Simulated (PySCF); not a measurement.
Computed with core-valence-separated Tamm–Dancoff BHandHLYP/aug-pcX-1 (pcseg-1 on H, def2-SVPD on S) in PySCF, non-relativistic, gas phase, PBE0-D3(BJ)/def2-SVP geometry. The energies are unshifted.

Main lines of an unknown, eV (oscillator strength): C K: 284.2 (0.082), 285.2 (0.080), 290.2 (0.011); N K: 398.2 (0.023), 398.4 (0.043), 400.5 (0.015), 402.5 (0.015), 403.0 (0.008). Listed: the first five lines at most of each edge with a tenth or more of its strongest line's intensity; roots within 0.03 eV on the same or equivalent atoms are summed. Only the lowest roots were sought, and the top ones are left out.

Task: Which candidate gives them?
A. thiofulminic acid (`C#[N+][S-]`)
B. isothiocyanic acid (`N=C=S`)

Result: B. 

- `N=C=S`: C K: 284.2 (0.082), 285.2 (0.080), 290.2 (0.011); N K: 398.2 (0.023), 398.4 (0.043), 400.5 (0.015), 402.5 (0.015), 403.0 (0.008). First C line listed at 284.2 eV, hole on the isothiocyanate carbon; first N line listed at 398.2 eV, hole on the isothiocyanate nitrogen.
- `C#[N+][S-]`: C K: 284.0 (0.118), 289.6 (0.027); N K: 399.2 (0.119), 404.4 (0.013). First C line listed at 284.0 eV, hole on the triply bonded carbon (1s→π*); first N line listed at 399.2 eV, hole on the nitrogen bonded to C and S (1s→π*).

One conformer each; other structures than these candidates weren't tested.
